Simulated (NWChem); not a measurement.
# M06-2X/def2-TZVPPD run of BH (SMILES [BH])

What is the vertical singlet–triplet gap of BH at M06-2X/def2-TZVPPD? 

The results are computed with NWChem 7.3.0.

2 further runs of the same task are left out: 2 set aside as unsound or not needed.

## 1. The structure to begin with

BH has 2 atoms, charge 0, and is taken as a singlet. As SMILES, `[BH]`. The bond length is the measured one.

Bond lengths: B1–H2 1.232 Å.

## 2. Energy and forces at M06-2X/def2-TZVPPD

Input file input.nw:

```
start input
title "borane(1)"
memory 2200 mb
charge 0

geometry units angstroms noautosym nocenter noautoz
 B     0.000000    0.000000    0.000000
 H     0.000000    0.000000    1.232400
end

basis spherical bse
 * library def2-TZVPPD
end

dft
 xc m06-2x
 mult 1
 grid xfine
 convergence energy 1e-08
 iterations 100
 mulliken
 print low
end

task dft gradient
```

The run is started by

```bash
nwchem input.nw > input.out
```

Standard output, shortened:

```text
[...]
 d= 0,ls=0.0,diis     1    -25.2672470927 -2.74D+01  4.84D-03  7.69D-02     1.0
[...]
 d= 0,ls=0.0,diis     7    -25.2828308182 -3.40D-09  6.78D-07  1.41D-10     6.8
         Total DFT energy =      -25.282830818218
      One electron energy =      -37.249118637986
           Coulomb energy =       14.102753572183
    Exchange-Corr. energy =       -4.283403633782
 Nuclear repulsion energy =        2.146937881368
[...]
      Total Density - Mulliken Population Analysis
     ---------------------------------------------
    Atom       Charge   Shell Charges
 -----------   ------   -------------------------------------------------------
    1 B    5     5.03   0.92  1.05  0.72  0.86  0.24  0.01  0.51  0.51  0.16  0.01  0.03  0.00  0.00
    2 H    1     0.97   0.27  0.50  0.19  0.00  0.01  0.01  0.00
[...]
                         DFT ENERGY GRADIENTS
    atom               coordinates                        gradient
                 x          y          z           x          y          z
   1 B       0.000000   0.000000   0.000000    0.000000  -0.000000  -0.001410
   2 H       0.000000   0.000000   2.328898   -0.000000   0.000000   0.001410
 Task  times  cpu:        8.8s     wall:        8.8s
 Total times  cpu:        8.9s     wall:        8.9s
```

It took 9.6 s on 1 thread of Intel Xeon Platinum 8259CL at 2.50GHz (Skylake/Cascade Lake), shared host; peak memory 0.12 GiB.

## 3. The triplet: a single-point energy at UM06-2X/def2-TZVPPD

Input file run.nw:

```
echo
start run
memory total 2200 mb

geometry units angstroms noautosym nocenter noautoz
 B        0.000000       0.000000       0.000000
 H        0.000000       0.000000       1.232400
end

basis spherical bse
 * library def2-TZVPPD
end

dft
 xc m06-2x
 mult 3
 grid xfine
 convergence energy 1e-08
 iterations 100
 mulliken
 noprint "final vectors analysis"
end

task dft energy
```

The run is started by

```bash
nwchem run.nw > run.out
```

Standard output:

```text
[...]
          Wavefunction type:  spin polarized.
          No. of atoms     :     2
          No. of electrons :     6
[...]
          Charge           :     0
          Spin multiplicity:     3
[...]
          AO basis - number of functions:    54
[...]
              XC Information
              --------------
                       M06-2X Method XC Functional
                     Hartree-Fock (Exact) Exchange  0.540
                        M06-2X Exchange Functional  1.000
                      M06-2X Correlation Potential  1.000
[...]
 d= 0,ls=0.0,diis     1    -25.1905926167 -2.73D+01  6.31D-03  4.74D-02     2.0
[...]
 d= 0,ls=0.0,diis    11    -25.2368493876 -5.37D-10  7.74D-08  2.24D-11    20.4
[...]
         Total DFT energy =      -25.236849387607
      One electron energy =      -37.218384562558
           Coulomb energy =       14.130743148931
    Exchange-Corr. energy =       -4.296145855348
 Nuclear repulsion energy =        2.146937881368
[...]
      Total Density - Mulliken Population Analysis
     ---------------------------------------------
    Atom       Charge   Shell Charges
 -----------   ------   -------------------------------------------------------
    1 B    5     5.04   0.92  1.06  0.59  0.61  0.18 -0.01  0.71  0.72  0.25  0.01  0.01  0.00  0.00
    2 H    1     0.96   0.24  0.48  0.21  0.00  0.02  0.01  0.00
[...]
      <S2> =      2.0014 (Exact =     2.0000)
[...]
```

Run time: 21 s. Hardware: 1 thread of Intel Xeon Platinum 8259CL at 2.50GHz (Skylake/Cascade Lake), shared host; peak memory 0.11 GiB.

## 4. Results

Level: M06-2X/def2-TZVPPD.

| quantity | value |
| --- | --- |
| singlet: total energy | -25.28283 Eh |
| singlet: largest force on an atom | 0.073 eV/Å |
| triplet: total energy | -25.23685 Eh |
| triplet: dipole moment | 0.22 D |
| triplet: ⟨S²⟩ | 2.001 |
| vertical energy of the triplet above the singlet | 1.251 eV |

**Reading.** At this shape the triplet lies 1.25 eV (121 kJ/mol) above the singlet.
